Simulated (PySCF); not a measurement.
Below is a simulated gas-phase C 1s photoelectron spectrum of `C#CCCCO` (4-pentyn-1-ol).

Every computed line was given a Gaussian of 0.8 eV full width at half maximum and an area set by the number of equivalent atoms; the highest printed point is 100. The calculation used PySCF 2.14.0, delta-SCF UKS SCAN, pcX-2 on the ionised atom, pcseg-1 elsewhere, spin-free X2C.

binding energy (eV), intensity and a bar:
```
    288.9          0 
    289.0          0 
    289.1          1 
    289.2          2 #
    289.3          4 #
    289.4          7 ##
    289.5         13 ####
    289.6         20 ######
    289.7         29 #########
    289.8         39 ############
    289.9         49 ###############
    290.0         58 #################
    290.1         66 ####################
    290.2         73 ######################
    290.3         80 ########################
    290.4         87 ##########################
    290.5         94 ############################
    290.6         99 ##############################
    290.7        100 ##############################
    290.8         97 #############################
    290.9         89 ###########################
    291.0         79 ########################
    291.1         69 #####################
    291.2         61 ##################
    291.3         57 #################
    291.4         56 #################
    291.5         58 #################
    291.6         60 ##################
    291.7         62 ###################
    291.8         63 ###################
    291.9         64 ###################
    292.0         63 ###################
    292.1         62 ##################
    292.2         58 #################
    292.3         53 ################
    292.4         45 ##############
    292.5         36 ###########
    292.6         27 ########
    292.7         19 ######
    292.8         12 ####
    292.9          7 ##
    293.0          4 #
    293.1          2 #
    293.2          1 
    293.3          0 
    293.4          0
```

Count the maxima, the lines and the sites behind this envelope.

The curve has 2 maxima (at 290.7 and 291.9 eV). Under it lie 5 lines from 5 inequivalent carbon sites. At this width some lines have no maximum of their own.

Decompose the envelope and assign each component. Numbering: `[CH:1]#[C:2][CH2:3][CH2:4][CH2:5][OH:6]`.

| position (eV) | relative area | line | atoms | environment |
| --- | --- | --- | --- | --- |
| 290.06 | 1 | C 1s | C1 | terminal alkyne carbon |
| 290.63 | 1 | C 1s | C2 | alkyne carbon |
| 290.83 | 1 | C 1s | C4 | chain CH2 carbon |
| 291.62 | 1 | C 1s | C3 | propargylic carbon |
| 292.23 | 1 | C 1s | C5 | carbinol carbon (C–OH) |

What are the centre and the root-mean-square width of the whole band?

The area-weighted mean of the lines is 291.07 eV. Their own spread about it is 0.77 eV (rms) and each Gaussian has σ = 0.8/2.355 = 0.34 eV; the variances add, which gives 0.84 eV.

Lowest listed C 1s: C1, bonded to C (triple bond) and H. Highest, 2.17 eV above it: C5, bonded to O, C and 2 H.

No satellites, vibrations or lifetime broadening are included. Spin contamination (⟨S²⟩ against 0.75 for a pure doublet) is marked for C 1s of C2 (0.85), which makes this value less certain. The structure is a single GFN2-xTB conformer in the gas phase; no vibrational or solvent corrections.

Cost: about 3 min of CPU time on one thread; the machine was shared, so the figure is rough.

Conformer computed: `[CH:1]#[C:2][CH2:3][CH2:4][CH2:5][OH:6]`: C2–C3–C4–C5 -179°, C3–C4–C5–O6 -175°, H–O6–C5–C4 -57°.
